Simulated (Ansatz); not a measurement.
The cluster P4⁻, relaxed as a quartet with UKS B3LYP-D4/def2-TZVPD in Ansatz, starting from the B3LYP-D4/def2-TZVPD geometry of the charge -1 doublet. Force threshold 0.02 eV/Å.

At B3LYP-D4/def2-TZVPD a doublet of charge -1 lies 0.91 eV below the quartet, each at its own geometry. The structure comes from a short search, and lower isomers may exist.

Start:

```csv
atom,x (Å),y (Å),z (Å)
P1,-0.1966,-1.0449,-0.6921
P2,1.0197,0.0130,0.7547
P3,-1.1848,-0.0367,1.0228
P4,0.3617,1.0687,-1.0855
```

```csv
step,energy (eV),largest force component (eV/Å),SCF passes
1,-37156.9005,2.008,23
2,-37157.6914,1.537,34
3,-37158.1674,1.319,33
4,-37158.6732,0.674,26
5,-37158.8048,0.391,25
6 (rejected),-37158.7126,0.581,25
7,-37158.8482,0.137,23
8,-37158.8499,0.057,23
9,-37158.8502,0.004,17
```

Force components are those of the run's own axes.

End:

Cartesian coordinates in Å:
```
P -0.562 -1.026 -0.950
P 1.068 0.391 0.988
P -1.044 -0.248 1.060
P 0.538 0.883 -1.098
```

Bonds lost: P1–P2 (atoms count from 1).

No frequencies were taken in this run, so the end may be a saddle point.

Run time 28 s (4 threads of Arm Neoverse V1 on a shared host), peak host memory 0.57 GiB.
